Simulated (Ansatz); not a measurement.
For hcp Y, PBEsol in Ansatz (PAW) gives:

- equilibrium lattice constant a: 3.598 Å
- lattice parameter c: 5.590 Å
- bulk modulus: 42.3 GPa
- cohesive energy: 4.61 eV/atom
- elastic constant C11: 77.5 GPa
- elastic constant C44: 26.4 GPa
- polycrystal shear modulus: 27.1 GPa

Question: What does r²SCAN (Ansatz, an electronic-structure program, plane waves, PAW) give for the same quantities?

Answer: 
- lattice constant a: 3.683 Å (rises by 2.4 %)
- lattice parameter c: 5.699 Å (rises by 1.9 %)
- bulk modulus: 40.6 GPa (drops by 4.0 %)
- cohesive energy: 4.08 eV/atom (falls by 0.53 eV/atom)
- elastic constant C11: 76.9 GPa (drops by 0.8 %)
- elastic constant C44: 23.3 GPa (falls by 12 %)
- Voigt–Reuss–Hill shear modulus: 24.7 GPa (drops by 8.9 %)

For comparison: lattice constant a 3.648 Å (measured, 293 K, not corrected to a static lattice; as tabulated in Wikipedia's data pages); lattice parameter c 5.732 Å (measured, 293 K, not corrected to a static lattice; as tabulated in Wikipedia's data pages); bulk modulus 41.7 GPa (measured, zero-point energy and finite temperature contributions removed, sources range from 37.3 to 41.7; as tabulated in doi:10.1021/acs.jctc.3c00612); cohesive energy 4.42 eV/atom (measured, finite-temperature (and zero-point) corrections as in the cited sets; as tabulated in Jana et al. (2018), arXiv:1807.00350); elastic constant C11 83.4 ± 0.2 GPa (measured, 0 K, extrapolated to 0 K; as tabulated in Elastic Constants of Yttrium Single Crystals in the Temperature Range 4.2-400 K); elastic constant C44 26.9 ± 0.06 GPa (measured, 0 K, extrapolated to 0 K; as tabulated in Elastic Constants of Yttrium Single Crystals in the Temperature Range 4.2-400 K).

Changes are worked out from the printed values.

Unless a cell is named, each level is at its own relaxed cell (PBEsol 31.33, r²SCAN 33.48 Å³/atom).

Ansatz's density-functional and Hartree–Fock values are scalar-relativistic unless marked +SOC, with PAW data made under PBE.
